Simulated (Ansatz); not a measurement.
Basis-set extrapolation for `C1=NCC1` (PBE0-D4/def2-TZVP geometry, frozen core, the Gaussian-basis code of Ansatz). Multiplicity 1, RHF reference.

|  | def2-TZVPP | def2-QZVPP |
| --- | --- | --- |
| HF | -170.965302 | -170.973085 |
| MP2 correlation | -0.691133 | -0.735642 |
| CCSD(T) correlation | -0.751399 | not run |

Energies in hartree. Use E(X) = E(∞) + A·exp(−7.88·√X) for Hartree–Fock and E(X) = E(∞) + B·X^(−2.97) for correlation, with X = 3 and 4, and add CCSD(T) minus MP2 of the smaller set to the MP2 limit.

Question: What is the CCSD(T) energy at the basis-set limit?

Answer: HF limit: -170.973085 + (-0.007783) × 0.13774 = -170.97416. MP2 limit: -0.735642 + (-0.044509) × 0.74074 = -0.76861. Higher-order term: -0.751399 − (-0.691133) = -0.06027. Total: -171.80304 hartree, 226.7 kJ/mol below CCSD(T)/def2-TZVPP.
